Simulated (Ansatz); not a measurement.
Basis-set extrapolation for `CNC(S)S` (PBE0-D4/def2-TZVP geometry, frozen core, Ansatz 0.2.0). Multiplicity 1, RHF reference.

```
                      def2-TZVPP   def2-QZVPP
                 HF  -929.373110  -929.402141
    MP2 correlation    -0.922749    -0.991847
CCSD(T) correlation    -1.022802      not run
```

Energies in hartree. Use E(X) = E(∞) + A·exp(−7.88·√X) for Hartree–Fock and E(X) = E(∞) + B·X^(−2.97) for correlation, with X = 3 and 4, and add CCSD(T) minus MP2 of the smaller set to the MP2 limit.

**Question.** What is the CCSD(T) energy at the basis-set limit?

**Answer.** HF limit: -929.402141 + (-0.029031) × 0.13774 = -929.40614. MP2 limit: -0.991847 + (-0.069098) × 0.74074 = -1.04303. Higher-order term: -1.022802 − (-0.922749) = -0.10005. Total: -930.54922 hartree, 402.5 kJ/mol below CCSD(T)/def2-TZVPP.
